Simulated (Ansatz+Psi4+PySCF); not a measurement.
Values are calculated unless marked as measured or tabulated.
## Psi4 1.11 run

```
molecule {
0 2
P 0.000000 0.000000 0.000000
O 0.000000 1.421540 0.584470
O 0.000000 -1.292050 0.531230
}

basis {
assign O cc-pVTZ
assign P cc-pV(T+d)Z
}
set reference rohf
set scf_type pk
set mp2_type conv
set cc_type conv
set num_frozen_docc 7
energy('mp2')
```

The input is written out from the run's settings. Correlation on restricted open-shell orbitals is semicanonical, with singles.

Results

```
Converged                                                          : yes
Reference energy                                                   : -490.51661 hartree
Correlation energy                                                 : -0.61464 hartree
Total energy                                                       : -491.13125 hartree
Spin squared of the determinant                                    : 0.750
Occupied orbitals by symmetry in an Abelian subgroup (alpha; beta) : 13 Ap 3 App; 12 Ap 3 App
```
